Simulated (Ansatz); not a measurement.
Cartesian coordinates (Å):
```xyz
3

C     -0.0247     0.0009     0.0000
N      1.1283    -0.0403     0.0000
H     -1.1036     0.0394     0.0000
```
Charge +1, spin multiplicity 2.

The numbers are results of frozen-core CCSD(T)/cc-pVTZ // PBE0-D3(BJ)/def2-SVP (Ansatz, an electronic-structure program), not measurements. The geometry is that of the parent before the electron was removed.

```
Item                          Result
----------------------  ------------
HF energy               -92.46841 Ha
MP2 correlation energy   -0.26957 Ha
```

Question: Estimate the CCSD correlation energy, the (T) correction, the total energy and the T1 diagnostic.

Answer: 
```yaml
CCSD correlation energy: -0.29116 Ha
"(T) correction": -0.01218 Ha
CCSD(T) total energy: -92.77176 Ha
T1 diagnostic: 0.014
```
